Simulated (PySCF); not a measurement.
FH, SMILES F.

Geometry optimised at B3LYP-D3(BJ)/def2-TZVPD.

The numbers are results of TDA-ωB97X/def2-TZVPD (PySCF), not measurements.

Vertical excitations; the highest root listed may be one member of a degenerate set. Gas-phase values at a fixed geometry. State labels are in the subgroup C2v.

```json
[
 {"state": "S1", "symmetry": "B2", "energy (eV)": "10.26", "λ (nm)": "121", "f": "0.035", "main pairs": "HOMO→LUMO (degenerate set)"},
 {"state": "S2", "symmetry": "B1", "energy (eV)": "10.26", "λ (nm)": "121", "f": "0.035", "main pairs": "HOMO−1→LUMO (degenerate set)"},
 {"state": "S3", "symmetry": "A1", "energy (eV)": "13.25", "λ (nm)": "94", "f": "0.000", "main pairs": "HOMO→LUMO+3, HOMO−1→LUMO+2 (degenerate set)"},
 {"state": "S4", "symmetry": "A2", "energy (eV)": "13.25", "λ (nm)": "94", "f": "0.000", "main pairs": "HOMO→LUMO+2, HOMO−1→LUMO+3 (degenerate set)"},
 {"state": "S5", "symmetry": "A2", "energy (eV)": "13.34", "λ (nm)": "93", "f": "0.000", "main pairs": "HOMO−1→LUMO+3 49 %, HOMO→LUMO+2 49 %"},
 {"state": "S6", "symmetry": "B1", "energy (eV)": "13.35", "λ (nm)": "93", "f": "0.024", "main pairs": "HOMO−1→LUMO+1 (degenerate set)"},
 {"state": "S7", "symmetry": "B2", "energy (eV)": "13.35", "λ (nm)": "93", "f": "0.024", "main pairs": "HOMO→LUMO+1 (degenerate set)"},
 {"state": "S8", "symmetry": "A1", "energy (eV)": "13.67", "λ (nm)": "91", "f": "0.070", "main pairs": "HOMO−2→LUMO 35 %, HOMO−1→LUMO+2 31 %, HOMO→LUMO+3 31 %"},
 {"state": "S9", "symmetry": "A1", "energy (eV)": "14.91", "λ (nm)": "83", "f": "0.097", "main pairs": "HOMO−2→LUMO 52 %, HOMO−1→LUMO+2 18 %, HOMO→LUMO+3 18 %"},
 {"state": "S10", "symmetry": "B2", "energy (eV)": "15.76", "λ (nm)": "79", "f": "0.074", "main pairs": "HOMO→LUMO+6 88 %"},
 {"state": "T1", "symmetry": "B2", "energy (eV)": "9.84", "λ (nm)": "126", "f": "0", "main pairs": "HOMO→LUMO (degenerate set)"},
 {"state": "T2", "symmetry": "B1", "energy (eV)": "9.84", "λ (nm)": "126", "f": "0", "main pairs": "HOMO−1→LUMO (degenerate set)"},
 {"state": "T3", "symmetry": "A1", "energy (eV)": "12.77", "λ (nm)": "97", "f": "0", "main pairs": "HOMO→LUMO+3 48 %, HOMO−1→LUMO+2 48 %"},
 {"state": "T4", "symmetry": "A2", "energy (eV)": "13.06", "λ (nm)": "95", "f": "0", "main pairs": "HOMO→LUMO+2 49 %, HOMO−1→LUMO+3 49 %"}
]
```
Triplets are in the Tamm–Dancoff approximation.
